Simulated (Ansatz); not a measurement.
CdCl2 (R-3m, No. 166) was calculated with PBE0 (plane waves, PAW; Ansatz, a quantum-chemistry and plane-wave program).

Numerical settings: plane-wave cutoff 500 eV, 6×6×6 k mesh, gaussian smearing 0.02 eV, scalar-relativistic PAW data made under PBE.

Cell (relaxed with PBEsol):

```yaml
crystal:
  lattice:
    - [1.91019, 1.10285, 6.24642]
    - [-1.91019, 1.10285, 6.24642]
    - [0.00000, -2.20570, 6.24642]
  atoms:
    - { symbol: Cd, position: [0.00000, 0.00000, 0.00000] }
    - { symbol: Cl, position: [0.74278, 0.74278, 0.74278] }
    - { symbol: Cl, position: [0.25722, 0.25722, 0.25722] }
```

### Question
Give the computed band gap.

### Answer

- band gap: 5.87 eV (on the SCF k mesh)

Measured, for comparison: band gap 5.7 eV (temperature not stated, no zero-point or thermal correction, compiled measured gap; kind and temperature not stated; as tabulated in Kothakonda et al. (2022), arXiv:2208.02841).

Note: cell and atoms aren't relaxed at this level (pressure 1.4 GPa); the cell has widely spaced layers and the level no dispersion term, so their spacing and the moduli can rest on weak binding.

Spin–orbit coupling is not included.

Computed values are for the static lattice.

Computing time: roughly 7 core-minutes.
